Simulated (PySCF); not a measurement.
**BCl⁺: frontier orbitals**

PBE at R = 1.603 Å; B 6-311G(d,p), Cl 6-311G(d,p); no relativity (PySCF 2.14). State: ²Σ⁺ (doublet), unpaired electrons σ ↑. Only the outer orbitals are listed, counted within each symmetry.

```tsv
spin	orbital	occ.	ε (eV)	on B (%)	main shells (%)
α	5σ	1	-30.71	14	83 Cl s
α	6σ	1	-20.94	31	54 Cl p, 28 B s, 14 Cl s
α	2π	1	-17.62	19	81 Cl p, 17 B p
α	2π	1	-17.62	19	81 Cl p, 17 B p
α	7σ	1	-16.01	91	52 B s, 38 B p, 9 Cl p
α	3π	0	-11.24	82	82 B p, 16 Cl p
α	3π	0	-11.24	82	82 B p, 16 Cl p
α	8σ	0	-4.88	76	55 B p, 31 Cl p, 20 B s
β	5σ	1	-30.63	13	84 Cl s
β	6σ	1	-20.68	28	58 Cl p, 21 B s, 14 Cl s
β	2π	1	-17.54	14	85 Cl p, 12 B p
β	2π	1	-17.54	14	85 Cl p, 12 B p
β	7σ	0	-12.80	95	72 B s, 22 B p
β	3π	0	-9.96	86	86 B p, 12 Cl p
β	3π	0	-9.96	86	86 B p, 12 Cl p
```

**Question.** Which are the highest filled and the lowest empty level, where do they sit, and how wide is the gap?

**Answer.** Highest filled α 7σ at -16.01 eV (in %: 52 B s, 38 B p, 9 Cl p); lowest empty β 7σ at -12.80 eV (in %: 72 B s, 22 B p); the gap at PBE is 3.21 eV.

```json
{
 "bond order (Mayer)": "1.96",
 "⟨S²⟩": "0.758",
 "charge on B (Mulliken, basis-dependent)": "0.57",
 "charge on B (Löwdin, basis-dependent)": "0.23",
 "dipole moment (positive dipole points towards Cl; it is taken about the centre of mass and depends on that origin)": "-2.68 D",
 "polarisability along the bond": "25.6 bohr³",
 "polarisability across the bond": "13.6 bohr³"
}
```

The state is the lowest determinant that a PBE0 search found; another state may lie lower at other levels.
